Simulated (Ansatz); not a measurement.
Multireference treatment of C₄H₂, triplet

Program: Ansatz, Gaussian basis, development build; CASPT2, NEVPT3 by development code. Basis cc-pVTZ, nonrelativistic, 4 orbitals frozen in the corrections. State-specific CASSCF; RHF is the lowest restricted (open-shell) Hartree–Fock solution met. Solutions may break the symmetry of the shape. The lowest solution met needn't be the lowest there is, nor hold the orbitals that a chemist would pick.

Geometry:

```xyz
6

H     0.0010   -0.0123   -2.9921
C     0.0097   -0.0130   -1.9211
C    -0.0149    0.0128   -0.6901
C     0.0137    0.0119    0.6948
C    -0.0181   -0.0069    1.9047
H     0.0176    0.0082    2.9716
```

Q: What do CASSCF and its corrections give against RHF in CAS(8,8), and what are the occupations?

A: CASSCF -3.227 eV, SC-NEVPT2 -16.057 eV, FIC-NEVPT2 -16.130 eV, NEVPT3 -16.975 eV, CASPT2 (IPEA 0) -16.651 eV, CASPT2 (IPEA 0.25) -16.230 eV; occupations 1.92, 1.92, 1.49, 1.47, 0.54, 0.52, 0.08, 0.08. The MRCI reference weight is 0.881.

Q: Roughly how much CPU time does a whole run from the default start take (median of such runs, summed over threads; nearly all runs on one pinned thread of a shared server, mostly Xeon at 2.3 to 2.6 GHz, by a development driver)?

A: CAS(8,8): about 2.5 min. Other jobs ran beside these, and the count of passes differs.
